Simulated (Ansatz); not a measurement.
A run of Ansatz (development build ahead of 0.2.0) on singlet SO3 at this shape:

| atom | x (Å) | y (Å) | z (Å) |
| --- | --- | --- | --- |
| S | -0.0395 | 0.0730 | -0.0223 |
| O | 1.3916 | 0.0100 | 0.0423 |
| O | -0.7224 | 1.2548 | -0.0399 |
| O | -0.6903 | -1.2856 | 0.0334 |

Its results:

```
Converged                       : yes
Reference energy                : -621.97549 hartree
Correlation energy              : -0.70309 hartree
Total energy                    : -622.67859 hartree
Spin squared of the determinant : 0.000
```

**Question.** Which input gives this output? Name the method, the orbitals and the basis set, and write the input.

**Answer.** RHF-MP2 in cc-pVDZ. An unrestricted run that stays on the closed shell gives the same numbers.

```yaml
crystal:
  periodic: [false, false, false]
  atoms:
    - { symbol: S, position_ang: [-0.03953, 0.07299, -0.02226] }
    - { symbol: O, position_ang: [1.39161, 0.01001, 0.04232] }
    - { symbol: O, position_ang: [-0.72243, 1.2548, -0.03989] }
    - { symbol: O, position_ang: [-0.69026, -1.28559, 0.03339] }
basis:
  gaussian: { orbitals: cc-pVDZ }
hamiltonian:
  xc: hf
correlation:
  method: mp2
  frozen_orbitals: { O: 1, S: 5 }
```
